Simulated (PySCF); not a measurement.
PySCF input (M06-2X/6-311+G**):

```python
from pyscf import gto, dft

mol = gto.M(
    atom='''
    F    -0.00000000   -0.00000000   -1.00770435
    Cl    0.00000000    0.00000000    0.53349054
    ''',
    basis='6-311+g**',
    charge=1,
    spin=1,
    symmetry='C2v',
    verbose=4,
)

mf = dft.UKS(mol, xc='m062x')
mf.grids.level = 4
mf.conv_tol = 1e-9
mf.max_cycle = 100
mf.max_memory = 1500
mf.kernel()
if not mf.converged:
    mf = mf.newton()
    mf.kernel(mf.make_rdm1())
mf.dip_moment()
```

**Question.** What final total energy does it give?

**Answer.** -559.46497 Eh.
